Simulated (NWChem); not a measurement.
Everything below was run with NWChem. System: sulfur dioxide (O$_{2}$S), charge 0, spin multiplicity 1, at a geometry optimised with PBE0/def2-SVP. Level: MP2/def2-TZVP, 7 core orbitals frozen.

Input file:

```
start mol
memory heap 200 mb stack 800 mb global 1000 mb
geometry units angstroms nocenter noautoz
  O      1.250381     0.000000    -0.371341
  S      0.000000     0.000000     0.371341
  O     -1.250381     0.000000    -0.371341
  symmetry group C2v
end
basis spherical
  * library def2-tzvp
end
scf
  rhf
  nopen 0
  maxiter 100
  thresh 1e-7
  semidirect memsize 60000000 filesize 0
end
mp2
  freeze core 7
end
task mp2 energy
```

NWChem printed:

```
             Northwest Computational Chemistry Package (NWChem) 7.3.0
             --------------------------------------------------------

                                NWChem Input Module
                                -------------------

 Scaling coordinates for geometry "geometry" by  1.889725989
 (inverse scale =  0.529177249)

 Turning off AUTOSYM since
 SYMMETRY directive was detected!

                             Geometry "geometry" -> ""
                             -------------------------

 Output coordinates in angstroms (scale by  1.889725989 to convert to a.u.)

  No.       Tag          Charge          X              Y              Z
 ---- ---------------- ---------- -------------- -------------- --------------
    1 O                    8.0000     1.25038100     0.00000000    -0.37134100
    2 S                   16.0000     0.00000000     0.00000000     0.37134100
    3 O                    8.0000    -1.25038100     0.00000000    -0.37134100

 Effective nuclear repulsion energy (a.u.)     106.6928283177

            Nuclear Dipole moment (a.u.)
            ----------------------------
        X                 Y               Z
 ---------------- ---------------- ----------------
     0.0000000000     0.0000000000     0.0000000000

      Symmetry information
      --------------------

 Group name             C2v
 Group number             16
 Group order               4
 No. of unique centers     2

      Symmetry unique atoms

     1    2


 Summary of "ao basis" -> "" (spherical)
 ------------------------------------------------------------------------------
       Tag                 Description            Shells   Functions and Types
 ---------------- ------------------------------  ------  ---------------------
 *                         def2-tzvp                  on all atoms

 Summary of "ao basis" -> "ao basis" (spherical)
 ------------------------------------------------------------------------------
       Tag                 Description            Shells   Functions and Types
 ---------------- ------------------------------  ------  ---------------------
[...]
     1   1 0 0      0.000000      0.000000      0.000000
     1   0 1 0      0.000000      0.000000      0.000000
     1   0 0 1      0.871587      0.000000      0.000000

     2   2 0 0    -20.799588      0.000000     89.331039
     2   1 1 0      0.000000      0.000000      0.000000
     2   1 0 1      0.000000      0.000000      0.000000
     2   0 2 0    -15.271745      0.000000      0.000000
     2   0 1 1     -0.000000      0.000000      0.000000
     2   0 0 2    -16.848031      0.000000     15.757723

                   NWChem MP2 Semi-direct Energy/Gradient Module
                   ---------------------------------------------

  Basis functions       =     99
  Molecular orbitals    =     99
  Frozen core           =      7
  Frozen virtuals       =      0
  Active alpha occupied =      9
  Active beta occupied  =      9
  Active alpha virtual  =     83
  Active beta virtual   =     83
  Use MO symmetry       = T
  Use skeleton AO sym   = T

  AO/Fock/Back tols     =   1.0D-09  1.0D-09  1.0D-09

 GA uses MA = F    GA memory limited = T

 Available:
  local mem=  1.15D+08
 global mem=  1.31D+08
 local disk=  0.00D+00
  mp2_memr nvloc                    83
  nvloc new                    83
   1 passes of   9:        5242880                      57329                  12421220.
   1 passes of   9: M    114681052           G      131052398           F     109438172.

 Semi-direct pass number   1 of   1  for RHF alpha+beta  at        2.4s
  vrange nnbf                  4884
  mp2_eaftype                    47  avail_ma_in_mb                   999
 EAF : mp2_eaftype filesize          47    6210610.
  mp2_eaf for mointskh                     47
Node 0 wrote     29.2 Mb in      0.0 s     Agg I/O rate:  2030.7 Mb/s
 Done moints_semi at        7.0s
  mp2_eaftype                    47  avail_ma_in_mb                   952
 EAF : mp2_eaftype filesize          47    6210610.
  mp2_eaf for kh                    47
 Done maket at        7.3s
 Done multipass loop at        7.3s

          -------------------------------------------
          SCF energy                -547.296741421649
          Correlation energy          -0.658198044208
          Singlet pairs               -0.393946066771
          Triplet pairs               -0.264251977437
          Total MP2 energy          -547.954939465858
          -------------------------------------------

          ---------------------------------------------------
                    Spin Component Scaled (SCS) MP2
          Same spin pairs                     -0.176167984958
          Same spin scaling factor             0.333333333333
          Opposite spin pairs                 -0.482030059250
          Opposite spin scaling fact.          1.200000000000
          SCS-MP2 correlation energy          -0.637158732753
          Total SCS-MP2 energy              -547.933900154402
          ---------------------------------------------------

 -----------------------
 Performance information
 -----------------------

 Timer overhead =  2.38D-07 seconds/call

               Nr. of calls         CPU time (s)                 Wall time (s)                GFlops
             ---------------    -------------------     ------------------------------   -------------------
Name         Min   Avg   Max    Min     Avg     Max     Min     Avg     Max   Mx/calls   Min     Max     Sum
mp2: moin     1     1     1    4.6     4.6     4.6      4.6     4.6     4.6     4.6      0.0     0.0     0.0
mp2: make     1     1     1   0.25    0.25    0.25     0.25    0.25    0.25    0.25      0.0     0.0     0.0
mp2: tota     1     1     1    5.0     5.0     5.0      5.0     5.0     5.0     5.0      0.0     0.0     0.0

 The average no. of pstat calls per process was 3.00D+00
 with a timing overhead of 7.15D-07s

 Task  times  cpu:        7.3s     wall:        7.3s

 Total times  cpu:        7.3s     wall:        7.3s
```
